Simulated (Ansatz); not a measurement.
System: Si₂, net charge 0, triplet state. SMILES: [Si]=[Si]
Coordinates optimised at B3LYP-D3(BJ)/def2-TZVP (Ansatz, a first-principles code):
```
Si
Si 1 2.2679
```
Charge 0, spin multiplicity 3.

Wanted: vertical electron affinity (to the doublet state of charge -1; a negative value means that the extra electron is unbound and the number depends on the basis; each state is the SCF solution reached for its spin; the UHF <S^2> is 1.29 for the doublet (pure: 0.75); for the doublet T1 is 0.091), in eV. Valence correlation only, unless marked. Open shells are spin-unrestricted. Spin-orbit coupling is left out. No relativistic terms. Anions need diffuse functions: aug- sets have them; def2-D sets add few. Basis-set limits of correlation are two-point, X^-3; Hartree-Fock from the larger set.

```csv
level,program,vertical electron affinity (eV)
PBE0/def2-TZVPD,Ansatz,1.86
wB97X/def2-TZVPD,Ansatz,1.82
CCSD/def2-SVPD,Ansatz,1.46
CCSD/def2-QZVPPD,Ansatz,1.86
"CCSD/CBS(def2-TZVPPD,def2-QZVPPD)",Ansatz,1.89
CCSD(T)/aug-cc-pV(D+d)Z,Ansatz,1.90
CCSD(T)/aug-cc-pV(T+d)Z,Ansatz,2.04
CCSD(T)/def2-TZVPPD,Ansatz,1.90
CCSD(T)/def2-QZVPPD,Ansatz,2.02
"CCSD(T)/CBS(def2-TZVPPD,def2-QZVPPD)",Ansatz,2.07
```
